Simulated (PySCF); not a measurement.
## Identify the compound

An unknown has the formula C5H8. Its calculated NMR data are:

1H NMR (600 MHz, computed): δ 6.02 (ddt, J = 18.0, 11.6, 8.5 Hz, 2H), 5.37 (ddt, J = 18.0, 2.6, 1.6 Hz, 2H), 5.27 (ddt, J = 11.6, 2.6, 1.1 Hz, 2H), 2.95 (t of quint, J = 8.5, 1.4 Hz, 2H).

13C{1H} NMR (computed): δ 148.8, 122.4, 47.0.

Theoretical values (PySCF): spin–spin couplings from B3LYP/pcJ-2 (without the spin–dipole term), geometry from PBE0-D3(BJ)/def2-TZVP, GIAO B97-2/pcSseg-2 shieldings. One computed conformer, non-relativistic, no solvent model, averaged over atoms made equivalent by symmetry, fast rotation or ring inversion.

Chemical shifts δ = σref − σ; 1H (σ = 31.64 ppm) and 13C (σ = 185.38 ppm) against TMS, all at this level.

What is the structure?

## Answers


The formula gives 2 degrees of unsaturation (no ring in the answer). 3 carbon signals for 5 carbons: some carbons are equivalent by symmetry or fast rotation. Carbon types of the structure: 2 × CH, 3 × CH2, which accounts for all hydrogens. δC 148.8: alkene CH; as expected for a trigonal carbon in a double bond. δC 122.4: terminal =CH2 carbon; as expected for a trigonal carbon in a double bond. δC 47.0: allylic sp3 CH2; aliphatic region, no heteroatom directly attached. δH 6.02: hydrogen on an alkene CH; a vinylic proton, deshielded by the sp2 carbon and the C=C anisotropy. δH 5.37, 5.27: hydrogen on a terminal =CH2 carbon; attached to an sp2 carbon and in the plane of the double bond. δH 2.95: hydrogen on an allylic sp3 CH2; allylic position. The protons at 5.37 and 6.02 share a coupling of 18.0 Hz (vicinal, trans across C=C). The protons at 5.27 and 6.02 share a coupling of 11.6 Hz (vicinal, cis across C=C). The protons at 6.02 and 2.95 share a coupling of 8.5 Hz (vicinal).

These data were computed for SMILES C=CCC=C.

This is the structure that produced the data.

Multiplet labels drop couplings under 1 Hz and merge nearly equal ones. Shifts are as computed. Against solution values, carbons near 30 ppm lie about +3 ppm off and those near 130 ppm about +7 ppm. Of 1309 compounds with measured shifts, 239 miss one by over three times the rms of a fit or turn the order of signals round; such compounds aren't used in these exercises. Couplings across =CH–CH2 type bonds come from one rotamer and its mirror image, and can be 1–2 Hz further off.
